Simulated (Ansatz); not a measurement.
BiCuSeO (P4/nmm, No. 129; cell taken from a computed entry) was calculated with LDA (plane waves, PAW; Ansatz, an electronic-structure program).

Run with plane-wave cutoff 520 eV, 10×10×4 k mesh (along the axes of the cell as run), Fermi–Dirac smearing 0.01 eV, no spin polarisation, scalar-relativistic PAW data made under PBE.

Cell (relaxed with PBEsol):

```cif
data_Bi2Cu2O2Se2
_chemical_formula_sum 'Cu2 Bi2 Se2 O2'
_space_group_name_H-M_alt 'P4/nmm :1'
_space_group_IT_number 129
_space_group_name_Hall 'P 4ab 2ab -1ab'
_cell_length_a 3.89508
_cell_length_b 3.89508
_cell_length_c 8.89524
_cell_angle_alpha 90.000
_cell_angle_beta 90.000
_cell_angle_gamma 90.000
loop_
_space_group_symop_operation_xyz
  'x, y, z'
  '-y+1/2, x+1/2, z'
  '-x, -y, z'
  'y+1/2, -x+1/2, z'
  'x+1/2, -y+1/2, -z'
  '-y, -x, -z'
  '-x+1/2, y+1/2, -z'
  'y, x, -z'
  '-x+1/2, -y+1/2, -z'
  'y, -x, -z'
  'x+1/2, y+1/2, -z'
  '-y, x, -z'
  '-x, y, z'
  'y+1/2, x+1/2, z'
  'x, -y, z'
  '-y+1/2, -x+1/2, z'
loop_
_atom_site_label
_atom_site_type_symbol
_atom_site_symmetry_multiplicity
_atom_site_Wyckoff_symbol
_atom_site_fract_x
_atom_site_fract_y
_atom_site_fract_z
_atom_site_occupancy
Cu1 Cu 2 b 0.50000 0.50000 0.50000 1
Bi1 Bi 2 c 0.50000 0.00000 0.14194 1
Se1 Se 2 c 0.00000 0.50000 0.32711 1
O1 O 2 a 0.00000 0.00000 0.00000 1
```

Task: Predict the band gap, smallest direct gap on the k points sampled and direct gap at Γ.

Result: 
- band gap: 0.23 eV
- smallest direct gap on the k points sampled: 0.33 eV
- direct gap at Γ: 0.82 eV

Note: cell and atoms aren't relaxed at this level (largest force component 0.25 eV/Å, pressure -3.2 GPa); this cell isn't known to be the ambient phase, and symmetry holds it in the calculation.

Spin–orbit coupling is not included; it can close the smallest gap of 0.23 eV.

Computed values are for the static lattice.

Computing time: very roughly 2.5 core-minutes.
